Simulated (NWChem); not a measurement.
# C2H3O+ (SMILES CC#[O+]): levels of theory compared

We compute a comparison of 6 runs (HF/3-21G, TPSSh/STO-3G, BP86/6-31G, B3LYP/6-31G*, MP2/def2-SVPD, MP2/def2-TZVP) of C2H3O+. 

Program for the calculation: NWChem 7.3.0.

1 further run of the same task is left out (set aside as unsound or not needed).

## Step 1: The molecule

The species is C2H3O+ (6 atoms), meant as a singlet with charge +1. As SMILES, `CC#[O+]`. Geometry: relaxed at PBE0-D4/def2-TZVP.

Bond lengths: C1–C2 1.418 Å, C2–O3 1.111 Å, C1–H4 1.098 Å, C1–H5 1.098 Å, C1–H6 1.098 Å. Angles: C1–C2–O3 180.0°, C2–C1–H4 108.3°, C2–C1–H5 108.3°, C2–C1–H6 108.3°, H4–C1–H5 110.6°, H4–C1–H6 110.6°, H5–C1–H6 110.6°.

## Step 2: Energy and gradient at HF/3-21G (run 1)

Input file c2h3o.xyz:

```xyz
6

C     -0.321600     0.308400    -0.192600
C      0.617700    -0.592600     0.370000
O      1.353900    -1.298000     0.810700
H     -0.073700     0.447100    -1.253200
H     -1.324100    -0.126000    -0.083500
H     -0.252100     1.261200     0.348500
```

Input file c2h3o.nw:

```
start c2h3o
memory stack 880 mb heap 220 mb global 1100 mb
charge 1

geometry units angstrom noautosym nocenter noautoz
  load format xyz c2h3o.xyz
end

basis spherical bse
  * library 3-21G
end

scf
  thresh 1e-08
  maxiter 80
  print low
end

task scf gradient
```

On the command line:

```sh
$ nwchem c2h3o.nw > c2h3o.out
```

The program printed:

```text
[...]
  functions       =    33
[...]
  wavefunction    = RHF
[...]
         Total SCF energy =   -151.200382566160
      One-electron energy =   -325.845180094254
      Two-electron energy =    109.936657681014
 Nuclear repulsion energy =     64.708139847081
        Time for solution =      0.2s
[...]
                         RHF ENERGY GRADIENTS
    atom               coordinates                        gradient
                 x          y          z           x          y          z
   1 C      -0.607736   0.582791  -0.363961    0.009681  -0.009179   0.005788
   2 C       1.167284  -1.119852   0.699199   -0.014463   0.013762  -0.008626
   3 O       2.558500  -2.452864   1.532001    0.001039  -0.000938   0.000603
   4 H      -0.139273   0.844896  -2.368205    0.004519  -0.001752  -0.005588
   5 H      -2.502186  -0.238105  -0.157792   -0.004071  -0.005697   0.002439
   6 H      -0.476400   2.383322   0.658570    0.003295   0.003804   0.005382
 Task  times  cpu:        0.3s     wall:        0.3s
 Total times  cpu:        0.3s     wall:        0.3s
```

It took 0.91 s on 1 thread of Intel Xeon 6975P-C (Granite Rapids), shared host; peak memory 0.099 GiB.

## Step 3: Energy and forces at TPSSh/STO-3G (run 2)

Input file run.py:

```python
from ase import Atoms
from ase.calculators.nwchem import NWChem

system = Atoms('CCOHHH', positions=[
    [-0.321600, 0.308400, -0.192600],
    [0.617700, -0.592600, 0.370000],
    [1.353900, -1.298000, 0.810700],
    [-0.073700, 0.447100, -1.253200],
    [-1.324100, -0.126000, -0.083500],
    [-0.252100, 1.261200, 0.348500],
])

calc = NWChem(
    label='geom',
    theory='dft',
    memory='2200 mb',
    basis='STO-3G',
    basispar='spherical bse',
    charge=1,
    dft={'xc': 'xctpssh', 'mult': '1', 'grid': 'xfine', 'convergence': 'energy 1e-08', 'iterations': '100', 'mulliken': None},
)
system.calc = calc

forces = system.get_forces()
print("Total energy (eV):", round(system.get_potential_energy(), 6))
print("forces (eV/A):")
for s, f in zip(system.symbols, forces):
    print(f"{s:2s} {f[0]:10.5f} {f[1]:10.5f} {f[2]:10.5f}")
print("dipole (e A):", system.get_dipole_moment().round(4))
```

On the command line:

```sh
$ export ASE_NWCHEM_COMMAND="nwchem PREFIX.nwi > PREFIX.nwo"
$ python run.py
```

The program printed:

```text
Total energy (eV): -4108.763765
forces (eV/A):
C    -1.08511    1.03549   -0.64977
C    -6.03793    5.78740   -3.61513
O     7.85395   -7.52742    4.70214
H     0.10665    0.17478   -0.82604
H    -0.81283   -0.24621    0.03471
H    -0.02468    0.77596    0.35404
dipole (e A): [ 0.2227 -0.2137  0.1334]
```

The calculator wrote geom.nwi:

```
title "geom"

permanent_dir geom

scratch_dir geom

start geom

geometry units angstrom nocenter noautosym noautoz
  C  -3.2160000000000000e-01 3.0840000000000001e-01 -1.9259999999999999e-01
  C  6.1770000000000003e-01 -5.9260000000000002e-01 3.7000000000000000e-01
  O  1.3539000000000001e+00 -1.2980000000000000e+00 8.1069999999999998e-01
  H  -7.3700000000000002e-02 4.4710000000000000e-01 -1.2532000000000001e+00
  H  -1.3241000000000001e+00 -1.2600000000000000e-01 -8.3500000000000005e-02
  H  -2.5209999999999999e-01 1.2612000000000001e+00 3.4849999999999998e-01
end

charge 1

memory 2200 mb

basis spherical bse noprint
   * library STO-3G
end

dft
  xc xctpssh
  mult 1
  grid xfine
  convergence energy 1e-08
  iterations 100
  mulliken
end

task dft gradient
```

geom.nwo:

```text
Northwest Computational Chemistry Package (NWChem) 7.3.0
             --------------------------------------------------------

           Job information
           ---------------

    nwchem branch   = 7.3.0
    use scalapack   = T
    input           = geom.nwi
    prefix          = geom.
    data base       = geom/geom.db
    status          = startup
    nproc           =        1

           Memory information
           ------------------

    heap     =     72089600 doubles =      550.0 Mbytes
    stack    =     72089597 doubles =      550.0 Mbytes
    global   =    144179200 doubles =     1100.0 Mbytes (distinct from heap & stack)
    total    =    288358397 doubles =     2200.0 Mbytes
    verify   = yes
    hardfail = no

[... 102 lines left out ...]
  convergence criterion.
[... 38 lines left out ...]
          Spatial weights used:  Erf1
[... 75 lines left out ...]
         Total DFT energy =     -150.994284566164
[... 3 lines left out ...]
 Nuclear repulsion energy =       64.708139847081
[... 200 lines left out ...]
          Convergence on gradient requested:  5.00D-04
[... 25 lines left out ...]
          total energy or number of iterations.
[... 37 lines left out ...]
                 ----------------------------------------
                 |  Time  |  1-e(secs)   |  2-e(secs)   |
                 ----------------------------------------
                 |  CPU   |       0.00   |       0.04   |
                 ----------------------------------------
                 |  WALL  |       0.00   |       0.04   |
                 ----------------------------------------

 Task  times  cpu:        4.0s     wall:        4.0s
 Total times  cpu:        4.0s     wall:        4.0s
```

Run time: 5.1 s. Hardware: 1 thread of Intel Xeon 6975P-C (Granite Rapids), shared host; peak memory 0.12 GiB.

## Step 4: Energy and forces at BP86/6-31G (run 3)

Input file run.py:

```python
from ase import Atoms
from ase.calculators.nwchem import NWChem

molecule = Atoms(['C', 'C', 'O', 'H', 'H', 'H'], positions=[
    [-0.321600, 0.308400, -0.192600],
    [0.617700, -0.592600, 0.370000],
    [1.353900, -1.298000, 0.810700],
    [-0.073700, 0.447100, -1.253200],
    [-1.324100, -0.126000, -0.083500],
    [-0.252100, 1.261200, 0.348500],
])

calc = NWChem(
    label='work',
    theory='dft',
    memory='2200 mb',
    basis='6-31G',
    basispar='spherical bse',
    charge=1,
    dft={'xc': 'becke88 perdew86', 'mult': '1', 'grid': 'xfine', 'convergence': 'energy 1e-08', 'iterations': '100', 'mulliken': None},
)
molecule.calc = calc

forces = molecule.get_forces()
print(f"energy = {molecule.get_potential_energy():.6f} eV")
print("forces (eV/A):")
for s, f in zip(molecule.symbols, forces):
    print(f"{s:2s} {f[0]:10.5f} {f[1]:10.5f} {f[2]:10.5f}")
print("dipole (e A):", molecule.get_dipole_moment().round(4))
```

On the command line:

```sh
$ export ASE_NWCHEM_COMMAND="nwchem PREFIX.nwi > PREFIX.nwo"
$ python run.py
```

The program printed:

```text
energy = -4159.724899 eV
forces (eV/A):
C     0.25315   -0.24734    0.15185
C    -3.28494    3.15084   -1.96751
O     3.68568   -3.53342    2.20693
H    -0.08171    0.18620   -0.39538
H    -0.43935    0.02268   -0.06037
H    -0.13282    0.42099    0.06448
dipole (e A): [ 0.0888 -0.0852  0.0532]
```

The calculator wrote work.nwi:

```
title "work"

permanent_dir work

scratch_dir work

start work

geometry units angstrom nocenter noautosym noautoz
  C  -3.2160000000000000e-01 3.0840000000000001e-01 -1.9259999999999999e-01
  C  6.1770000000000003e-01 -5.9260000000000002e-01 3.7000000000000000e-01
  O  1.3539000000000001e+00 -1.2980000000000000e+00 8.1069999999999998e-01
  H  -7.3700000000000002e-02 4.4710000000000000e-01 -1.2532000000000001e+00
  H  -1.3241000000000001e+00 -1.2600000000000000e-01 -8.3500000000000005e-02
  H  -2.5209999999999999e-01 1.2612000000000001e+00 3.4849999999999998e-01
end

charge 1

memory 2200 mb

basis spherical bse noprint
   * library 6-31G
end

dft
  xc becke88 perdew86
  mult 1
  grid xfine
  convergence energy 1e-08
  iterations 100
  mulliken
end

task dft gradient
```

work.nwo:

```text
Northwest Computational Chemistry Package (NWChem) 7.3.0
             --------------------------------------------------------

           Job information
           ---------------

    nwchem branch   = 7.3.0
    use scalapack   = T
    input           = work.nwi
    prefix          = work.
    data base       = work/work.db
    status          = startup
    nproc           =        1

           Memory information
           ------------------

    heap     =     72089600 doubles =      550.0 Mbytes
    stack    =     72089597 doubles =      550.0 Mbytes
    global   =    144179200 doubles =     1100.0 Mbytes (distinct from heap & stack)
    total    =    288358397 doubles =     2200.0 Mbytes
    verify   = yes
    hardfail = no

[... 104 lines left out ...]
  convergence criterion.
[... 37 lines left out ...]
          Spatial weights used:  Erf1
[... 85 lines left out ...]
         Total DFT energy =     -152.867071728450
[... 3 lines left out ...]
 Nuclear repulsion energy =       64.708139847081
[... 304 lines left out ...]
          Convergence on gradient requested:  5.00D-04
[... 24 lines left out ...]
          total energy or number of iterations.
[... 37 lines left out ...]
                 ----------------------------------------
                 |  Time  |  1-e(secs)   |  2-e(secs)   |
                 ----------------------------------------
                 |  CPU   |       0.00   |       0.15   |
                 ----------------------------------------
                 |  WALL  |       0.00   |       0.15   |
                 ----------------------------------------

 Task  times  cpu:        5.8s     wall:        5.8s
 Total times  cpu:        5.9s     wall:        5.9s
```

Run time: 6.9 s. Hardware: 1 thread of Intel Xeon 6975P-C (Granite Rapids), shared host; peak memory 0.12 GiB.

Runs 4 to 5 aren't shown in full; the table further down has their settings and results.

## Step 5: Energy and forces at MP2/def2-TZVP (run 6)

Input file c2h3o.nw:

```
start c2h3o
memory stack 880 mb heap 220 mb global 1100 mb
charge 1

geometry noautosym nocenter noautoz
 C     -0.321600     0.308400    -0.192600
 C      0.617700    -0.592600     0.370000
 O      1.353900    -1.298000     0.810700
 H     -0.073700     0.447100    -1.253200
 H     -1.324100    -0.126000    -0.083500
 H     -0.252100     1.261200     0.348500
end

basis spherical bse
 * library def2-TZVP
end

scf
 thresh 1e-08
 maxiter 80
 print low
end

mp2
 freeze core 3
 tight
end

task mp2 gradient
```

On the command line:

```sh
$ nwchem c2h3o.nw > c2h3o.out
```

The program printed:

```text
[...]
  functions       =   111
[...]
  wavefunction    = RHF
[...]
         Total SCF energy =   -152.122795785207
      One-electron energy =   -327.642715206411
      Two-electron energy =    110.811779574124
 Nuclear repulsion energy =     64.708139847081
        Time for solution =     14.0s
[...]
          Total MP2 energy          -152.645363983343
[...]
                         mp2 ENERGY GRADIENTS
    atom               coordinates                        gradient
                 x          y          z           x          y          z
   1 C      -0.607736   0.582791  -0.363961    0.007896  -0.007486   0.004725
   2 C       1.167284  -1.119852   0.699199    0.017892  -0.017212   0.010734
   3 O       2.558500  -2.452864   1.532001   -0.024339   0.023360  -0.014583
   4 H      -0.139273   0.844896  -2.368205    0.000395   0.000313  -0.001982
   5 H      -2.502186  -0.238105  -0.157792   -0.001911  -0.000752   0.000167
   6 H      -0.476400   2.383322   0.658570    0.000067   0.001778   0.000939
[...]
```

Wall time 39 s (1 thread of Intel Xeon 6975P-C (Granite Rapids), shared host); peak memory 0.35 GiB.

## Step 6: The series

| run | level | iteration cap | module | energy (Eh) | largest force (eV/Å) | wall time |
| --- | --- | --- | --- | --- | --- | --- |
| 1 | HF/3-21G | 80 | scf | -151.200383 | 1.118 | 0.91 s |
| 2 | TPSSh/STO-3G | 100 | dft | -150.994285 | 11.851 | 5.1 s |
| 3 | BP86/6-31G | 100 | dft | -152.867072 | 5.562 | 6.9 s |
| 4 | B3LYP/6-31G* (Cartesian functions) | 100 | dft | -152.922846 | 1.935 | 9.9 s |
| 5 | MP2/def2-SVPD | 80 | mp2 | -152.396070 | 2.789 | 14 s |
| 6 | MP2/def2-TZVP | 80 | mp2 | -152.645364 | 1.890 | 39 s |

## Step 7: Results

| quantity | value |
| --- | --- |
| run 6: total energy | -152.64536 Eh |
| run 6: correlation energy (3 core orbitals frozen) | -522.6 mEh |
| run 6: largest force on an atom | 1.890 eV/Å |

What this shows: Over runs 2, 3, 4 the HOMO–LUMO gap runs from 8.08 eV (BP86/6-31G) to 10.40 eV (B3LYP/6-31G*). The two ends differ in method and basis. Totals of different functionals can't be ranked against each other. In run 2 the basis is minimal, so the values are rough. All runs together took 76 s, the longest 39 s.
